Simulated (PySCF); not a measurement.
Molecule: `[B]F`, BF.

Structure with atom numbers: `[B:1][F:2]`.

Spin–spin couplings on one PBE0-D3(BJ)/def2-SVP geometry, PySCF, gas phase, non-relativistic, equivalent pairs averaged; isotopes ¹¹B, ¹⁹F; functional B3LYP.

Reference values (Hz): ¹J(B1,F2) = -301.8 (SOPPA(CCSD)/aug-cc-pVTZ-J-uc; gas (equilibrium); Provasi and Sauer, Optimized basis sets for spin-spin coupling constants involving B, Al, Si, P and Cl (J. Chem. Phys. 2010)).

How do the couplings (Hz) change with the basis set? Times are CPU seconds on shared hosts with different chips, so compare them loosely. Far from the basis limit: pcJ-0, 6-31G*, cc-pVTZ, def2-TZVP.

Results:


| basis set | functions | ¹J(B1,F2) | abs. error | core-s |
| --- | --- | --- | --- | --- |
| pcJ-0 | 26 | -734.9 | 433.1 | 0.4 |
| 6-31G* | 28 | -290.2 | 11.6 | 0.3 |
| pcJ-1 | 54 | -394.3 | 92.5 | 0.4 |
| cc-pVTZ | 60 | -371.4 | 69.6 | 0.6 |
| def2-TZVP | 62 | -367.8 | 66.0 | 0.7 |
| aug-cc-pVTZ-J | 92 | -349.2 | 47.5 | 1 |
| pcJ-2 | 102 | -351.9 | 50.1 | 1 |

Errors compare magnitudes, without vibrational corrections. Closest: 6-31G*; furthest: pcJ-0.

The Fermi-contact term samples the wavefunction at the nucleus, which is why sets with added tight s functions (names with J) are made for couplings. Agreement of an ordinary basis with the reference is then largely a cancellation of errors.
